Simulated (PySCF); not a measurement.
Species: C6H5 (charge +1).
SMILES with atom numbers: `[CH3:1][C:2]#[C:3][c:4]1[cH:5][cH+:6]1` (hydrogens: H7, H8, H9 on C1; H10 on C5; H11 on C6)

Linear response at PBE0/def2-SVPD (PySCF, frozen core in the response, non-relativistic). Isolated species at its PBE0-D3(BJ)/def2-SVP geometry, gas phase.

Static isotropic polarisability: 67.37 au (9.98 Å³), principal values 36.7, 47.6, 117.8 au.

Question: What is the polarisability at 1064 nm and at the sodium D line?

Answer: 68.39 au at 1064 nm (+1.5 %), 70.95 au at 589.3 nm (+5.3 %). The rise at 589.3 nm is 3.52 times that at 1064 nm; a pure ω² law gives 3.26. The lowest singlet lies at 349 nm, shorter than both wavelengths.

Question: What is the isotropic C6 coefficient between two such ions, C6 = (3/π)∫α(iω)² dω?

Answer: 1568 au (Eh·bohr⁶) by a ten-point quadrature over imaginary frequencies, which is 937 eV·Å⁶ or 90.4 J·nm⁶/mol.

Question: Which effective excitation energy ω̄ makes London's formula C6 = (3/4)α²ω̄ exact here?

Answer: ω̄ = 4·C6/(3α²) = 0.461 Eh = 12.5 eV. A one-pole form α(ω) = α/(1 − ω²/ω̄²) fitted to the 1064 nm value gives 9.6 eV. London's choice of the ionisation energy (14.89 eV, ΔSCF at the same level) gives C6 = 1860 au, 19 % too high.

Question: What three-body coefficient follows from the one-pole estimate C9 = (3/4)·α·C6?

Answer: 79200 au. This is an estimate from the two numbers above, not a computed integral.

Question: How many electrons N does the Slater–Kirkwood formula C6 = (3/4)·√N·α^(3/2) need to give this C6?

Answer: N = (4·C6/3)²/α³ = 14.3; the species has 40 electrons in all.

Question: What does −C6/R⁶ come to at R = 12 Å between centres?

Answer: -30 J/mol. This is the leading, orientation-averaged term; C8 and higher terms are left out. The Coulomb repulsion of the two net charges at that distance is 116 kJ/mol.

Question: How anisotropic is the static polarisability, by Δα² = ½[(α1 − α2)² + (α2 − α3)² + (α3 − α1)²]?

Answer: Δα = 76.2 au, or 1.13 of the isotropic value.

Question: The lowest 6 singlets have (eV, f): 3.55, 0.000; 4.93, 0.000; 5.12, 0.249; 5.70, 0.011; 6.89, 0.000; 7.43, 0.000. What share of the static polarisability do they carry in the sum over states α = Σ f/ω²?

Answer: 7.31 au, 10.8 % of α; the largest term, 7.03 au, is that of the state at 5.12 eV. Their oscillator strengths add up to 0.26. Higher states carry the rest.

Rough CPU time on one thread of a shared machine: about 21 s. This is the whole response run at PBE0/def2-SVPD, SCF included.
